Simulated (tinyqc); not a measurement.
Worked calculation: coupled-perturbed Hartree-Fock on RHF in the sto-6g basis, for H2O, spin multiplicity 1. Computed by tinyqc, a small Python program that keeps every step (integrals from PySCF). Settings: charge = 0, multiplicity = 1, basis = sto-6g, method = RHF, energy threshold = 1e-10, iteration cap = 85, orthogonalisation = symmetric, start = core, DIIS depth = 6. Command: `OMP_NUM_THREADS=1 python tinyqc.py 25688 25689 out.jsonl` (the two numbers bound the seeds that draw the settings). One thread of a shared host (Intel(R) Xeon(R) Processor @ 2.60GHz), about 0.3 s of CPU time with the checks. The early iterations of the SCF are left out here.

## One-electron integrals

Geometry (angstrom):
```
atom         x          y         z
O     0.000000   0.000000  0.000000
H     0.000000   0.844000  0.639000
H     0.000000  -0.844000  0.639000
```

Basis sto-6g: exponents (1/bohr^2) and contraction coefficients of normalised primitives:
```
element  l (shell)     exponent  coefficient
O            s (1)  1355.584234     0.009164
O            s (1)   248.544885     0.049361
O            s (1)    69.533902     0.168538
O            s (1)    23.886772     0.370563
O            s (1)     9.275933     0.416492
O            s (1)     3.820341     0.130334
O            s (2)    52.187762    -0.013253
O            s (2)    10.329320    -0.046992
O            s (2)     3.210345    -0.033785
O            s (2)     1.235135     0.250242
O            s (2)     0.536420     0.595117
O            s (2)     0.245881     0.240706
O            p (3)    52.187762     0.003760
O            p (3)    10.329320     0.037679
O            p (3)     3.210345     0.173897
O            p (3)     1.235135     0.418036
O            p (3)     0.536420     0.425860
O            p (3)     0.245881     0.101708
H            s (1)    35.523221     0.009164
H            s (1)     6.513144     0.049361
H            s (1)     1.822143     0.168538
H            s (1)     0.625955     0.370563
H            s (1)     0.243077     0.416492
H            s (1)     0.100112     0.130334
```

Overlap, kinetic and nuclear-attraction integrals over the contracted functions; the nuclear repulsion is the sum of Za Zb / Rab.

nuclear repulsion = 8.31155552 hartree

overlap S:
```
           1O 1s     1O 2s    1O 2px     1O 2py    1O 2pz     2H 1s      3H 1s
1O 1s   1.000000  0.231145  0.000000   0.000000  0.000000  0.043905   0.043905
1O 2s   0.231145  1.000000  0.000000   0.000000  0.000000  0.412902   0.412902
1O 2px  0.000000  0.000000  1.000000   0.000000  0.000000  0.000000   0.000000
1O 2py  0.000000  0.000000  0.000000   1.000000  0.000000  0.283655  -0.283655
1O 2pz  0.000000  0.000000  0.000000   0.000000  1.000000  0.214757   0.214757
2H 1s   0.043905  0.412902  0.000000   0.283655  0.214757  1.000000   0.194776
3H 1s   0.043905  0.412902  0.000000  -0.283655  0.214757  0.194776   1.000000
```

kinetic energy T (hartree):
```
            1O 1s      1O 2s    1O 2px     1O 2py    1O 2pz      2H 1s      3H 1s
1O 1s   29.327197  -0.896024  0.000000   0.000000  0.000000  -0.005199  -0.005199
1O 2s   -0.896024   0.842618  0.000000   0.000000  0.000000   0.084328   0.084328
1O 2px   0.000000   0.000000  2.531309   0.000000  0.000000   0.000000   0.000000
1O 2py   0.000000   0.000000  0.000000   2.531309  0.000000   0.168078  -0.168078
1O 2pz   0.000000   0.000000  0.000000   0.000000  2.531309   0.127253   0.127253
2H 1s   -0.005199   0.084328  0.000000   0.168078  0.127253   0.768522  -0.003775
3H 1s   -0.005199   0.084328  0.000000  -0.168078  0.127253  -0.003775   0.768522
```

nuclear attraction V (hartree):
```
             1O 1s      1O 2s     1O 2px      1O 2py     1O 2pz      2H 1s      3H 1s
1O 1s   -62.258073  -6.382370   0.000000    0.000000  -0.016210  -1.386769  -1.386769
1O 2s    -6.382370  -9.992911   0.000000    0.000000  -0.185792  -3.215035  -3.215035
1O 2px    0.000000   0.000000  -9.926294    0.000000   0.000000   0.000000   0.000000
1O 2py    0.000000   0.000000   0.000000  -10.052549   0.000000  -1.960612   1.960612
1O 2pz   -0.016210  -0.185792   0.000000    0.000000  -9.998665  -1.536934  -1.536934
2H 1s    -1.386769  -3.215035   0.000000   -1.960612  -1.536934  -5.454042  -1.174820
3H 1s    -1.386769  -3.215035   0.000000    1.960612  -1.536934  -1.174820  -5.454042
```

core Hamiltonian H = T + V (hartree):
```
             1O 1s      1O 2s     1O 2px     1O 2py     1O 2pz      2H 1s      3H 1s
1O 1s   -32.930876  -7.278394   0.000000   0.000000  -0.016210  -1.391968  -1.391968
1O 2s    -7.278394  -9.150293   0.000000   0.000000  -0.185792  -3.130708  -3.130708
1O 2px    0.000000   0.000000  -7.394985   0.000000   0.000000   0.000000   0.000000
1O 2py    0.000000   0.000000   0.000000  -7.521240   0.000000  -1.792534   1.792534
1O 2pz   -0.016210  -0.185792   0.000000   0.000000  -7.467356  -1.409681  -1.409681
2H 1s    -1.391968  -3.130708   0.000000  -1.792534  -1.409681  -4.685519  -1.178595
3H 1s    -1.391968  -3.130708   0.000000   1.792534  -1.409681  -1.178595  -4.685519
```

## Two-electron integrals

Functions are numbered as in S; the eight-fold symmetry (ij|kl) = (ji|kl) = (kl|ij) leaves the list below.

Two-electron integrals (ij|kl) in chemists' order, unique and non-zero (hartree):
```
(11|11) 4.787491    (21|11) 0.675884    (21|21) 0.121505    (22|11) 1.117379
(22|21) 0.249212    (22|22) 0.817383    (31|31) 0.025762    (32|31) 0.039145
(32|32) 0.180664    (33|11) 1.117381    (33|21) 0.249212    (33|22) 0.817382
(33|33) 0.880663    (41|41) 0.025762    (42|41) 0.039145    (42|42) 0.180664
(43|43) 0.047461    (44|11) 1.117381    (44|21) 0.249212    (44|22) 0.817382
(44|33) 0.785741    (44|44) 0.880663    (51|51) 0.025762    (52|51) 0.039145
(52|52) 0.180664    (53|53) 0.047461    (54|54) 0.047461    (55|11) 1.117381
(55|21) 0.249212    (55|22) 0.817382    (55|33) 0.785741    (55|44) 0.785741
(55|55) 0.880663    (61|11) 0.136812    (61|21) 0.023578    (61|22) 0.047315
(61|33) 0.047214    (61|41) 0.000921    (61|42) 0.001800    (61|44) 0.047407
(61|51) 0.000697    (61|52) 0.001363    (61|54) 0.000146    (61|55) 0.047324
(61|61) 0.004663    (62|11) 0.338066    (62|21) 0.076482    (62|22) 0.278433
(62|33) 0.273770    (62|41) 0.004889    (62|42) 0.036351    (62|44) 0.282662
(62|51) 0.003702    (62|52) 0.027522    (62|54) 0.006732    (62|55) 0.278867
(62|61) 0.014927    (62|62) 0.118879    (63|31) 0.008424    (63|32) 0.047665
(63|43) 0.007468    (63|53) 0.005654    (63|63) 0.016646    (64|11) 0.196710
(64|21) 0.045127    (64|22) 0.175215    (64|33) 0.167367    (64|41) 0.010938
(64|42) 0.069166    (64|44) 0.187775    (64|51) 0.001903    (64|52) 0.016278
(64|54) 0.009797    (64|55) 0.170503    (64|61) 0.009202    (64|62) 0.090949
(64|64) 0.085445    (65|11) 0.148931    (65|21) 0.034166    (65|22) 0.132657
(65|33) 0.126715    (65|41) 0.001903    (65|42) 0.016278    (65|44) 0.130857
(65|51) 0.009865    (65|52) 0.059990    (65|54) 0.010605    (65|55) 0.140398
(65|61) 0.006967    (65|62) 0.068858    (65|64) 0.052088    (65|65) 0.056083
(66|11) 0.487228    (66|21) 0.112280    (66|22) 0.468062    (66|33) 0.449544
(66|41) 0.009155    (66|42) 0.093539    (66|44) 0.484856    (66|51) 0.006931
(66|52) 0.070819    (66|54) 0.026735    (66|55) 0.469785    (66|61) 0.022129
(66|62) 0.255378    (66|64) 0.222939    (66|65) 0.168789    (66|66) 0.774999
(71|11) 0.136812    (71|21) 0.023578    (71|22) 0.047315    (71|33) 0.047214
(71|41) -0.000921   (71|42) -0.001800   (71|44) 0.047407    (71|51) 0.000697
(71|52) 0.001363    (71|54) -0.000146   (71|55) 0.047324    (71|61) 0.004592
(71|62) 0.014414    (71|64) 0.008108    (71|65) 0.006730    (71|66) 0.021106
(71|71) 0.004663    (72|11) 0.338066    (72|21) 0.076482    (72|22) 0.278433
(72|33) 0.273770    (72|41) -0.004889   (72|42) -0.036351   (72|44) 0.282662
(72|51) 0.003702    (72|52) 0.027522    (72|54) -0.006732   (72|55) 0.278867
(72|61) 0.014414    (72|62) 0.095200    (72|64) 0.050447    (72|65) 0.053585
(72|66) 0.165929    (72|71) 0.014927    (72|72) 0.118879    (73|31) 0.008424
(73|32) 0.047665    (73|43) -0.007468   (73|53) 0.005654    (73|63) 0.012871
(73|73) 0.016646    (74|11) -0.196710   (74|21) -0.045127   (74|22) -0.175215
(74|33) -0.167367   (74|41) 0.010938    (74|42) 0.069166    (74|44) -0.187775
(74|51) -0.001903   (74|52) -0.016278   (74|54) 0.009797    (74|55) -0.170503
(74|61) -0.008108   (74|62) -0.050447   (74|64) -0.014434   (74|65) -0.027792
(74|66) -0.079084   (74|71) -0.009202   (74|72) -0.090949   (74|74) 0.085445
(75|11) 0.148931    (75|21) 0.034166    (75|22) 0.132657    (75|33) 0.126715
(75|41) -0.001903   (75|42) -0.016278   (75|44) 0.130857    (75|51) 0.009865
(75|52) 0.059990    (75|54) -0.010605   (75|55) 0.140398    (75|61) 0.006730
(75|62) 0.053585    (75|64) 0.027792    (75|65) 0.042534    (75|66) 0.101947
(75|71) 0.006967    (75|72) 0.068858    (75|74) -0.052088   (75|75) 0.056083
(76|11) 0.116975    (76|21) 0.026730    (76|22) 0.105333    (76|33) 0.102951
(76|44) 0.105014    (76|51) 0.002047    (76|52) 0.017980    (76|55) 0.108033
(76|61) 0.005158    (76|62) 0.044480    (76|64) 0.029468    (76|65) 0.028982
(76|66) 0.098777    (76|71) 0.005158    (76|72) 0.044480    (76|74) -0.029468
(76|75) 0.028982    (76|76) 0.020611    (77|11) 0.487228    (77|21) 0.112280
(77|22) 0.468062    (77|33) 0.449544    (77|41) -0.009155   (77|42) -0.093539
(77|44) 0.484856    (77|51) 0.006931    (77|52) 0.070819    (77|54) -0.026735
(77|55) 0.469785    (77|61) 0.021106    (77|62) 0.165929    (77|64) 0.079084
(77|65) 0.101947    (77|66) 0.310219    (77|71) 0.022129    (77|72) 0.255378
(77|74) -0.222939   (77|75) 0.168789    (77|76) 0.098777    (77|77) 0.774999
```

## Orthogonalisation

S = U s U^T; symmetric (Loewdin) form X = U s^(-1/2) U^T, so that X^T S X = 1.

eigenvalues of S: 0.408051  0.489812  0.888907  1.000000  1.093131  1.315412  1.804687

X:
```
            1O 1s      1O 2s    1O 2px     1O 2py     1O 2pz      2H 1s      3H 1s
1O 1s    1.022499  -0.134389  0.000000   0.000000  -0.007506   0.018241   0.018241
1O 2s   -0.134389   1.180047  0.000000   0.000000   0.081145  -0.243167  -0.243167
1O 2px   0.000000   0.000000  1.000000   0.000000   0.000000   0.000000   0.000000
1O 2py   0.000000   0.000000  0.000000   1.084679   0.000000  -0.191350   0.191350
1O 2pz  -0.007506   0.081145  0.000000   0.000000   1.041366  -0.124374  -0.124374
2H 1s    0.018241  -0.243167  0.000000  -0.191350  -0.124374   1.149557  -0.066515
3H 1s    0.018241  -0.243167  0.000000   0.191350  -0.124374  -0.066515   1.149557
```

## Iteration 8 (converged): orbitals

converged F (hartree):
```
             1O 1s      1O 2s     1O 2px     1O 2py     1O 2pz      2H 1s      3H 1s
1O 1s   -20.512776  -4.963563   0.000000   0.000000  -0.026040  -0.950537  -0.950537
1O 2s    -4.963563  -2.314450   0.000000   0.000000  -0.086819  -0.852863  -0.852863
1O 2px    0.000000   0.000000  -0.392189   0.000000   0.000000   0.000000   0.000000
1O 2py    0.000000   0.000000   0.000000  -0.262838   0.000000  -0.371815   0.371815
1O 2pz   -0.026040  -0.086819   0.000000   0.000000  -0.301080  -0.331437  -0.331437
2H 1s    -0.950537  -0.852863   0.000000  -0.371815  -0.331437  -0.459362  -0.282152
3H 1s    -0.950537  -0.852863   0.000000   0.371815  -0.331437  -0.282152  -0.459362
```

Diagonalise F' = X^T F X, C = X C', fill 5 alpha and 5 beta electrons from the bottom; D = 2 C_occ C_occ^T. Each column has its largest component positive (the first on a tie).

F' = X^T F X (hartree):
```
            1          2          3          4          5          6          7
1  -20.186521  -2.503921   0.000000   0.000000  -0.046195  -0.142530  -0.142530
2   -2.503921  -1.243979   0.000000   0.000000   0.105189  -0.435576  -0.435576
3    0.000000   0.000000  -0.392189   0.000000   0.000000   0.000000   0.000000
4    0.000000   0.000000   0.000000  -0.013527   0.000000  -0.421881   0.421881
5   -0.046195   0.105189   0.000000   0.000000  -0.171470  -0.305271  -0.305271
6   -0.142530  -0.435576   0.000000  -0.421881  -0.305271  -0.010990  -0.075758
7   -0.142530  -0.435576   0.000000   0.421881  -0.305271  -0.075758  -0.010990
```

orbital energies (hartree): MO1 -20.515805, MO2 -1.230117, MO3 -0.572292, MO4 -0.443381, MO5 -0.392189, MO6 0.500584, MO7 0.623533

coefficients C:
```
              MO1        MO2        MO3        MO4       MO5        MO6        MO7
1O 1s    0.996792  -0.225844   0.000000   0.088829  0.000000   0.108603   0.000000
1O 2s    0.014709   0.874535   0.000000  -0.491331  0.000000  -0.727311   0.000000
1O 2px   0.000000   0.000000   0.000000   0.000000  1.000000   0.000000   0.000000
1O 2py   0.000000   0.000000   0.606714   0.000000  0.000000   0.000000   0.938965
1O 2pz   0.002584   0.096408   0.000000   0.760983  0.000000  -0.730496   0.000000
2H 1s   -0.003069   0.145119   0.448130   0.314609  0.000000   0.735781  -0.758426
3H 1s   -0.003069   0.145119  -0.448130   0.314609  0.000000   0.735781   0.758426
```

D after iteration 8:
```
            1O 1s      1O 2s    1O 2px     1O 2py     1O 2pz      2H 1s      3H 1s
1O 1s    2.104982  -0.452982  0.000000   0.000000   0.096800  -0.015775  -0.015775
1O 2s   -0.452982   2.012868  0.000000   0.000000  -0.579089  -0.055420  -0.055420
1O 2px   0.000000   0.000000  2.000000   0.000000   0.000000   0.000000   0.000000
1O 2py   0.000000   0.000000  0.000000   0.736204   0.000000   0.543773  -0.543773
1O 2pz   0.096800  -0.579089  0.000000   0.000000   1.176793   0.506790   0.506790
2H 1s   -0.015775  -0.055420  0.000000   0.543773   0.506790   0.641736  -0.161545
3H 1s   -0.015775  -0.055420  0.000000  -0.543773   0.506790  -0.161545   0.641736
```

## Convergence

Stop when the energy changes by less than 1e-10 hartree and every element of the error matrix X^T (F D S - S D F) X is below 3e-06.

Course of the cycle:
```
iteration   E (hartree)     change  largest element of the error matrix
1          -73.99765230          -                             5.90e-01
2          -75.60060484  -1.60e+00                             1.96e-01
3          -75.66661422  -6.60e-02                             4.02e-02
4          -75.66886946  -2.26e-03                             6.89e-03
5          -75.66900184  -1.32e-04                             2.09e-03
6          -75.66901698  -1.51e-05                             1.68e-04
7          -75.66901705  -6.09e-08                             4.50e-07
8          -75.66901705  -5.12e-13                             1.40e-08
```

PySCF RHF in the same basis = -75.66901705 hartree

Converged in 8 iterations.

## Integrals over molecular orbitals

(pq|rs) = sum C_ip C_jq C_kr C_ls (ij|kl), one index at a time.

one-electron integrals over orbitals h = C^T H C (hartree):
```
            1          2          3          4          5          6          7
1  -32.917980   0.574768   0.000000  -0.218485   0.000000  -0.281547   0.000000
2    0.574768  -7.635541   0.000000   0.512597   0.000000   1.292967   0.000000
3    0.000000   0.000000  -6.126571   0.000000   0.000000   0.000000  -1.759761
4   -0.218485   0.512597   0.000000  -6.751712   0.000000   1.231663   0.000000
5    0.000000   0.000000   0.000000   0.000000  -7.394985   0.000000   0.000000
6   -0.281547   1.292967   0.000000   1.231663   0.000000  -5.320595   0.000000
7    0.000000   0.000000  -1.759761   0.000000   0.000000   0.000000  -5.559470
```

Two-electron integrals over orbitals (pq|rs), unique and non-zero (hartree):
```
(11|11) 4.762897    (21|11) -0.435439   (21|21) 0.064268    (22|11) 1.029228
(22|21) -0.015681   (22|22) 0.726107    (31|31) 0.010916    (32|31) 0.016944
(32|32) 0.134790    (33|11) 0.773848    (33|21) -0.004306   (33|22) 0.624813
(33|33) 0.606222    (41|11) 0.175510    (41|21) -0.023794   (41|22) 0.013620
(41|33) 0.005429    (41|41) 0.026706    (42|11) -0.147398   (42|21) 0.008927
(42|22) -0.016518   (42|33) 0.004433    (42|41) 0.018605    (42|42) 0.129539
(43|31) -0.002747   (43|32) 0.025935    (43|43) 0.052684    (44|11) 0.963750
(44|21) -0.011829   (44|22) 0.670329    (44|33) 0.577660    (44|41) -0.009888
(44|42) -0.099076   (44|44) 0.732145    (51|51) 0.026673    (52|51) 0.032901
(52|52) 0.149119    (53|53) 0.027109    (54|51) -0.012262   (54|52) -0.044540
(54|54) 0.050612    (55|11) 1.117094    (55|21) -0.011464   (55|22) 0.754147
(55|33) 0.610458    (55|41) 0.004341    (55|42) -0.076736   (55|44) 0.706125
(55|55) 0.880663    (61|11) 0.222175    (61|21) -0.034970   (61|22) 0.002544
(61|33) -0.000500   (61|41) -0.000877   (61|42) -0.020929   (61|44) 0.016723
(61|55) 0.005385    (61|61) 0.029741    (62|11) -0.290329   (62|21) 0.007175
(62|22) -0.137138   (62|33) -0.069343   (62|41) -0.018748   (62|42) -0.028220
(62|44) -0.073498   (62|55) -0.148614   (62|61) 0.008317    (62|62) 0.097495
(63|31) -0.002744   (63|32) 0.039411    (63|43) 0.035517    (63|63) 0.075266
(64|11) -0.249202   (64|21) 0.002475    (64|22) -0.116512   (64|33) -0.046269
(64|41) -0.001459   (64|42) 0.041908    (64|44) -0.129260   (64|55) -0.137706
(64|61) -0.000741   (64|62) 0.061757    (64|64) 0.086626    (65|51) -0.014040
(65|52) -0.054087   (65|54) -0.003393   (65|65) 0.035480    (66|11) 0.790945
(66|21) -0.007602   (66|22) 0.599221    (66|33) 0.556370    (66|41) 0.019036
(66|42) 0.051980    (66|44) 0.546027    (66|55) 0.580330    (66|61) -0.008427
(66|62) -0.093982   (66|64) -0.049035   (66|66) 0.587440    (71|31) 0.015042
(71|32) 0.022101    (71|43) -0.003919   (71|63) -0.003390   (71|71) 0.020760
(72|31) 0.014556    (72|32) 0.050939    (72|43) -0.031168   (72|63) -0.031545
(72|71) 0.019158    (72|72) 0.066295    (73|11) 0.369205    (73|21) -0.006849
(73|22) 0.157922    (73|33) 0.089636    (73|41) -0.000541   (73|42) -0.076794
(73|44) 0.149860    (73|55) 0.198849    (73|61) 0.005813    (73|62) -0.072132
(73|64) -0.093095   (73|66) 0.041862    (73|73) 0.157061    (74|31) -0.008566
(74|32) -0.073616   (74|43) -0.008316   (74|63) -0.051920   (74|71) -0.011638
(74|72) -0.017177   (74|74) 0.069611    (75|53) 0.023884    (75|75) 0.024913
(76|31) -0.008255   (76|32) -0.091002   (76|43) -0.058185   (76|63) -0.067897
(76|71) -0.010869   (76|72) 0.005090    (76|74) 0.060140    (76|76) 0.115796
(77|11) 0.850534    (77|21) -0.008730   (77|22) 0.614383    (77|33) 0.591580
(77|41) 0.003618    (77|42) -0.017677   (77|44) 0.589594    (77|55) 0.614729
(77|61) 0.004038    (77|62) -0.065050   (77|64) -0.047481   (77|66) 0.555919
(77|73) 0.095459    (77|77) 0.604488
```

## Response to a field: uncoupled start

dipole integrals <a|y|i> (bohr):
```
          i1         i2        i3         i4        i5
a6  0.000000   0.000000  0.903824   0.000000  0.000000
a7  0.052839  -0.101464  0.000000  -0.743948  0.000000
```

Field along y; U_ai = -mu_ai / (e_a - e_i), alpha = -4 sum U_ai mu_ai.

uncoupled U:
```
           i1        i2         i3        i4        i5
a6   0.000000  0.000000  -0.842431  0.000000  0.000000
a7  -0.002500  0.054737   0.000000  0.697289  0.000000
```

uncoupled polarisability = 5.143367 bohr^3

## Coupled step 1

U_ai = -(mu_ai + sum_bj [4 (ai|bj) - (ab|ij) - (aj|bi)] U_bj) / (e_a - e_i); alpha = -4 sum U_ai mu_ai.

U after step 1:
```
           i1        i2         i3        i4        i5
a6   0.000000  0.000000  -1.067255  0.000000  0.000000
a7  -0.001936  0.096626   0.000000  0.903252  0.000000
```

polarisability = 6.585958 bohr^3

## Coupled step 2

As before.

U after step 2:
```
           i1        i2         i3        i4        i5
a6   0.000000  0.000000  -1.127138  0.000000  0.000000
a7  -0.001789  0.114239   0.000000  0.966220  0.000000
```

polarisability = 6.996949 bohr^3

## Coupled polarisability

Repeat until U stops changing; compare with -d2E/dF2.

Course of the coupled iterations:
```
step  alpha (bohr^3)
0           5.143367
1           6.585958
2           6.996949
3           7.115552
4           7.150164
5           7.160372
6           7.163414
7           7.164331
8           7.164611
9           7.164697
10          7.164725
11          7.164733
12          7.164736
13          7.164737
14          7.164737
15          7.164738
16          7.164738
17          7.164738
18          7.164738
```

coupled polarisability = 7.164738 bohr^3

finite-field check, fields of +/-0.001 au = 7.164734 bohr^3
